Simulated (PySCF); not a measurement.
## Assigning NMR signals

Atoms are numbered as in `[CH3:1][NH:2][C:3]([CH3:4])=[O:5]`. Each H is labelled by its parent atom.

[PySCF: shielding tensors at B97-2/pcSseg-2 (GIAO); geometry: PBE0-D3(BJ)/def2-TZVP; no solvent model; no relativistic terms; one averaged value for each set of equivalent atoms; single conformer]

Scale: 13C, 1H against TMS (reference shieldings calculated alike).

Question: Assign these signals to the numbered atoms. 13C{1H} NMR (computed): δ 172.3 (C), 26.2 (CH3), 23.7 (CH3).

Answer: 
| δ (ppm) | atoms | environment | reason |
| --- | --- | --- | --- |
| 172.3 | C3 | amide carbonyl carbon | lone-pair donation from the attached heteroatom keeps it upfield of a ketone carbonyl |
| 26.2 | C1 | methyl carbon bonded to N | the inductive effect lowers its shielding |
| 23.7 | C4 | methyl carbon α to a carbonyl | α to the electron-withdrawing carbonyl group |

Question: Assign these signals to the numbered atoms. 1H NMR (300 MHz, computed): δ 4.57 (br, 1H), 2.93 (d, 3H), 1.81 (s, 3H).

Answer: 
| δ (ppm) | atoms | environment | reason |
| --- | --- | --- | --- |
| 4.57 | H(N2) | hydrogen on an amide-type nitrogen | labile proton, position sensitive to the medium |
| 2.93 | H(C1) | hydrogen on a methyl carbon bonded to N | its carbon carries N, which withdraws density |
| 1.81 | H(C4) | hydrogen on a methyl carbon α to a carbonyl | α to C=O |

OH and NH positions are those of a molecule without intermolecular hydrogen bonds; in solution they move with solvent, concentration and temperature, and exchange usually removes their couplings. Amide-type NH protons are broadened by 14N but still split neighbouring CH signals. Shifts are as computed. Against solution values, carbons near 30 ppm lie about +3 ppm off and those near 130 ppm about +7 ppm. Of 1211 compounds with measured shifts, 218 miss one by over three times the rms of a fit or turn the order of signals round; such compounds aren't used in these exercises. The C=O carbon of an acid or of an amide with N–H lies up to 10 ppm further downfield in solution, through hydrogen bonding that the calculation lacks. Multiplicities follow the n + 1 count of equivalent neighbours, as no J values were calculated; m marks all less simple cases, F and P coupling included.
